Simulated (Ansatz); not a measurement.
Input (FCI/cc-pV(D+d)Z; Ansatz, a program for electronic structure): A basis named .json is the Basis Set Exchange file of that set.

Ansatz 0.2 input:
```yaml
crystal:
  periodic: [false, false, false]
  atoms:
    - {symbol: P, position_ang: [0.00516854, -0.00153424, 0.11648047]}
    - {symbol: H, position_ang: [-0.05009241, 1.03292111, -0.85964720]}
    - {symbol: H, position_ang: [-0.02743573, -1.00990756, -0.88755990]}
basis:
  gaussian:
    orbitals: cc-pV_D+d_Z.json
magnetization: {spin_polarized: true, initial_magnetization: 1}
correlation: {method: fci, electrons: outside_noble_gas}
```

Output:

```
Functional definition: HF
integrals: 0.01 GiB planned
590 factors; integrals over basis functions are off by at most 1.2e-7 eV
mean field: 0.08 GiB planned
mean field evaluation 1: about -9302.4553 eV, gradient 6.2e0 eV
mean field evaluation 2: about -9302.4657 eV, gradient 6.2e0 eV
mean field evaluation 4: about -9302.9100 eV, gradient 6.0e-1 eV
mean field evaluation 8: about -9302.9151 eV, gradient 1.3e-3 eV
mean field -9302.91509115 eV, -341.8758238575 hartree, gradient 9.0e-6 eV, S^2 0.765037; 0 other end points of the search recorded, 0 dependent functions left out
5 core orbitals not correlated
reference -9302.78629103 eV, -341.8710905405 hartree; 4, 3 occupied and 24, 25 virtual orbitals, 590 factors
configuration interaction: 10.02 GiB planned
state -9306.68233488 eV, -342.0142675111 hartree
Total energy: -9306.68233488 eV, -342.0142675111 hartree
```
